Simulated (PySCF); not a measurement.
Gas-phase reaction: AlCl₃.H₂O + 2 Al₂O₂ ⇌ 3 AlOCl + 2 AlOH

Computed with PySCF and rigid-rotor harmonic-oscillator thermochemistry at 1 bar. S°(298 K) at PBE0/def2-TZVP differs from the NASA 1993 table for Al₂O₂ (-11 J/mol/K), AlOCl (+8 J/mol/K), AlOH (+24 J/mol/K); whether the harmonic model or the table's entry is off was not settled. † marks an energy on the PBE0/def2-TZVP geometry and frequencies. CCSD(T) freezes the core. All species are closed-shell singlets. Adducts (AlCl₃.H₂O) have no counterpoise correction, and HF, PBE, BLYP, B3LYP and PBE0 lack dispersion. AlCl₃.H₂O: computed as isolated molecules; such fragments, hydroxides, amides, oligomers or adducts are transient or little studied in the gas. CCSD(T) isn't extrapolated to the basis-set limit; its ΔH°(298 K) is 644.3 kJ in def2-SVP and 637.1 kJ in def2-TZVPP. The harmonic model lacks anharmonicity and excited electronic states, which grow with temperature; levels with a mode under 35 cm⁻¹ are left out. Strong static correlation: Al₂O₂. Soft modes under 120 cm⁻¹ make the harmonic entropy rough for AlCl₃.H₂O, AlOH. Warning, large T1 diagnostic: Al₂O₂, AlOCl (CCSD(T)/def2-TZVPP†).

ΔH° and ΔS° at 298 K: CCSD(T)/def2-TZVPP† 637 kJ, 336 J/K; HF/def2-TZVP† 458 kJ, 336 J/K; M06-2X/def2-TZVP† 611 kJ, 336 J/K.

Problem. With the heat capacities included, give log10 K (1 bar) at 500, 1000, 1200, 1400, 2000 K from CCSD(T)/def2-TZVPP†, HF/def2-TZVP†, M06-2X/def2-TZVP†.

Solution. 
| T (K) | CCSD(T)/def2-TZVPP† | HF/def2-TZVP† | M06-2X/def2-TZVP† |
|---|---|---|---|
| 500 | -48.9 | -30.2 | -46.3 |
| 1000 | -15.6 | -6.3 | -14.3 |
| 1200 | -10.1 | -2.3 | -9.0 |
| 1400 | -6.2 | 0.5 | -5.2 |
| 2000 | 0.9 | 5.6 | 1.6 |
